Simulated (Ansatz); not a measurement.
**Al2H4: a nudged elastic band in two tries**

Aim: a band of images between two relaxed ends for this system. SMILES of the start: [AlH2][AlH2].

Program: Ansatz 0.2.0. Level of theory: RKS PBE-D4/def2-SVP. These are calculated values, not measurements.

## Step 1: The starting structure

Bond lengths: Al1–Al2 2.590 Å, Al1–H3 1.611 Å, Al1–H4 1.611 Å, Al2–H5 1.611 Å, Al2–H6 1.611 Å. Angles: Al1–Al2–H5 121.9°, Al1–Al2–H6 122.0°, H5–Al2–H6 116.0°, Al2–Al1–H3 122.0°, Al2–Al1–H4 122.0°, H3–Al1–H4 116.0°.

Coordinates:

```xyz
6

Al   -0.6700   -1.1085   -0.1227
Al    0.6830    1.0880    0.1087
H    -2.2493   -1.1097   -0.4425
H     0.0189   -2.5560    0.0418
H     1.3976    1.7857   -1.1560
H     0.8620    1.8366    1.5244
```

## Step 2: First attempt

Contents of input.yaml:

```yaml
crystal:
  periodic: [false, false, false]
  atoms:
    - { symbol: Al, position_ang: [-0.669955, -1.108469, -0.122723] }
    - { symbol: Al, position_ang: [0.682958, 1.087964, 0.108687] }
    - { symbol: H, position_ang: [-2.249347, -1.109706, -0.442535] }
    - { symbol: H, position_ang: [0.018859, -2.555968, 0.041813] }
    - { symbol: H, position_ang: [1.397593, 1.785672, -1.15595] }
    - { symbol: H, position_ang: [0.861992, 1.836607, 1.524408] }
magnetization:
  spin_polarized: true
  initial_magnetization: 1
basis:
  gaussian: { orbitals: def2-SVP }
hamiltonian:
  xc: pbe
  dispersion: d4
neb:
  order_check: false
  images: 8
  f_tol: 0.05
  max_iterations: 8
  climbing: false
  final_atoms:
    - { symbol: Al, position_ang: [-0.49421023, -0.89111901, -0.29680988] }
    - { symbol: Al, position_ang: [0.85632978, 1.18916047, -0.40311362] }
    - { symbol: H, position_ang: [-2.03135052, -0.71207183, -0.69077221] }
    - { symbol: H, position_ang: [0.35890336, -2.23647806, -0.18201601] }
    - { symbol: H, position_ang: [-0.0733895, 0.1972256, 1.00146751] }
    - { symbol: H, position_ang: [1.42581713, 2.38938283, 0.5249442] }
  initial_path:
    images:
      - { positions_ang: [[-0.669955, -1.108469, -0.122723], [0.682958, 1.087964, 0.108687], [-2.249347, -1.109706, -0.442535], [0.018859, -2.555968, 0.041813], [1.397593, 1.785672, -1.15595], [0.861992, 1.836607, 1.524408]] }
      - { positions_ang: [[-0.61745562, -1.03835672, -0.15358976], [0.68995543, 1.15670817, 0.10085], [-2.16269178, -1.09675505, -0.22444159], [0.04915271, -2.39081168, -0.25752821], [1.37961562, 1.32253067, -0.94322518], [0.70352365, 1.98278461, 1.43163474]] }
      - { positions_ang: [[-0.56495625, -0.96824443, -0.18445652], [0.69695285, 1.22545234, 0.09301301], [-2.07603655, -1.0838041, -0.00634819], [0.07944642, -2.22565537, -0.55686941], [1.36163823, 0.85938933, -0.73050036], [0.5450553, 2.12896223, 1.33886148]] }
      - { positions_ang: [[-0.51245687, -0.89813215, -0.21532328], [0.70395028, 1.2941965, 0.08517601], [-1.98938133, -1.07085314, 0.21174522], [0.10974012, -2.06049905, -0.85621062], [1.34366085, 0.396248, -0.51777555], [0.38658694, 2.27513984, 1.24608821]] }
      - { positions_ang: [[-0.45995749, -0.82801986, -0.24619003], [0.71094771, 1.36294067, 0.07733901], [-1.9027261, -1.05790219, 0.42983862], [0.14003383, -1.89534273, -1.15555183], [1.32568346, -0.06689334, -0.30505073], [0.22811859, 2.42131745, 1.15331495]] }
      - { positions_ang: [[-0.44043029, -0.80386986, -0.26553302], [0.73021124, 1.37418472, 0.02047228], [-1.87850427, -1.01372062, 0.40225671], [0.17781654, -1.85984385, -1.18042172], [1.16224096, -0.24338738, -0.06533767], [0.29076583, 2.48273699, 1.04226342]] }
      - { positions_ang: [[-0.45387528, -0.82568215, -0.27335224], [0.76174087, 1.32792866, -0.0854242], [-1.91671583, -0.93830842, 0.12899948], [0.22308824, -1.9540024, -0.93082029], [0.85333335, -0.13323414, 0.20136362], [0.57452865, 2.45939845, 0.91293362]] }
      - { positions_ang: [[-0.46732026, -0.84749443, -0.28117145], [0.79327051, 1.2816726, -0.19132067], [-1.9549274, -0.86289623, -0.14425775], [0.26835995, -2.04816095, -0.68121886], [0.54442573, -0.02308089, 0.46806492], [0.85829148, 2.43605991, 0.78360381]] }
      - { positions_ang: [[-0.48076525, -0.86930672, -0.28899067], [0.82480014, 1.23541653, -0.29721714], [-1.99313896, -0.78748403, -0.41751498], [0.31363165, -2.1423195, -0.43161744], [0.23551811, 0.08707235, 0.73476622], [1.1420543, 2.41272137, 0.65427401]] }
      - { positions_ang: [[-0.49421023, -0.89111901, -0.29680988], [0.85632978, 1.18916047, -0.40311362], [-2.03135052, -0.71207183, -0.69077221], [0.35890336, -2.23647806, -0.18201601], [-0.0733895, 0.1972256, 1.00146751], [1.42581713, 2.38938283, 0.5249442]] }
```

Launch:

```sh
> ansatz run input.yaml --threads 1 --pin off --max-ram 2048MiB --backend cpu --events-out ev --progress --plain --runs-dir out
```

Standard output:

```text
Error: a molecule whose nuclei and cores have a total charge of 30 cannot have a net charge of 0 together with 1 unpaired electrons
```

Run time: 0.05 s. Hardware: 1 thread of Arm Neoverse N1, shared host; peak memory 0.041 GiB.

## Step 3: Diagnosis

Nothing was computed: the input was turned down at the start. It says: «a molecule whose nuclei and cores have a total charge of 30 cannot have a net charge of 0 together with 1 unpaired electrons»

The number of unpaired electrons doesn't fit the number of electrons: even goes with even, odd with odd.

Fix: restore the multiplicity.

## Step 4: The mended input

input.yaml, as its differences from that of step 2:

```diff
@@ -9,5 +9,2 @@
     - { symbol: H, position_ang: [0.861992, 1.836607, 1.524408] }
-magnetization:
-  spin_polarized: true
-  initial_magnetization: 1
 basis:
@@ -21,3 +18,3 @@
   f_tol: 0.05
-  max_iterations: 8
+  max_iterations: 60
   climbing: false
```

Launch:

```sh
> ansatz run input.yaml --threads 1 --pin off --max-ram 2048MiB --backend cpu --events-out ev --progress --plain --runs-dir out
```

The limit on steps is raised as well. The first and last lines of the walk in its log:

```text
NEB iter   1: max|band force component| = 1.241e1 eV/Å  barrier→ = 3.9806 eV  barrier← = 3.8511 eV  Δτ_max = 0.2000 Å  (325 SCF iters)
NEB iter   2: max|band force component| = 5.179e0 eV/Å  barrier→ = 1.5641 eV  barrier← = 1.4347 eV  Δτ_max = 0.2000 Å  (227 SCF iters)
NEB iter   3: max|band force component| = 2.578e0 eV/Å  barrier→ = 0.9612 eV  barrier← = 0.8317 eV  Δτ_max = 0.2000 Å  (201 SCF iters)
[...]
NEB iter  13: max|band force component| = 7.206e-2 eV/Å  barrier→ = 0.3283 eV  barrier← = 0.1988 eV  Δτ_max = 0.0800 Å  (167 SCF iters)
NEB iter  14: max|band force component| = 7.914e-2 eV/Å  barrier→ = 0.3286 eV  barrier← = 0.1991 eV  Δτ_max = 0.0144 Å  (172 SCF iters)
NEB iter  15: max|band force component| = 3.463e-2 eV/Å  barrier→ = 0.3284 eV  barrier← = 0.1989 eV  Δτ_max = 0.0000 Å  (322 SCF iters)
```

Run time: 3.5 min. Hardware: 1 thread of Arm Neoverse N1, shared host; peak memory 0.1 GiB.

The second input runs as intended: 15 iterations, highest image 0.33 eV above the first end.

## Step 5: Summary of results

```
 quantity                                                                                                    value
first try                                                                                                  refused
    cause  the number of unpaired electrons doesn't fit the number of electrons: even goes with even, odd with odd
```

The fault in the first input was caught at the input check and cost nothing.
